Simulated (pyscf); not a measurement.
PySCF, gas phase, ωB97X-D3(BJ)/def2-SVP geometries.

**Question.** For the elementary gas-phase step H₃Si–C(Cl)(Cl)–Cl (SMILES [SiH3]C(Cl)(Cl)Cl) + H• (SMILES [H]) → •H₂Si–C(Cl)(Cl)–Cl (SMILES [SiH2]C(Cl)(Cl)Cl) + H₂ (SMILES [H][H]) (doublet surface; H–Si broken, H–H formed), what barrier and reaction energy does ωB97M-D3(BJ)/def2-TZVP give, measured from the separated reactants?

**Answer.** ΔE‡ = 0.23 eV, ΔE = -0.43 eV. Zero-point energy shifts the barrier by -0.04 eV. It is a hydrogen abstraction, with an imaginary mode of 1083i cm⁻¹. H₃Si–C(Cl)(Cl)–Cl lies 5.60 eV over its isomer H₃C–Si(Cl)(Cl)–Cl (electronic energy, ωB97M-D3(BJ)/def2-TZVP). •H₂Si–C(Cl)(Cl)–Cl lies 5.11 eV over its isomer •H₂C–Si(Cl)(Cl)–Cl (electronic energy, ωB97M-D3(BJ)/def2-TZVP). This is the saddle that the search found; another between the same sides may lie lower. The angle at the transferred H is 174°.
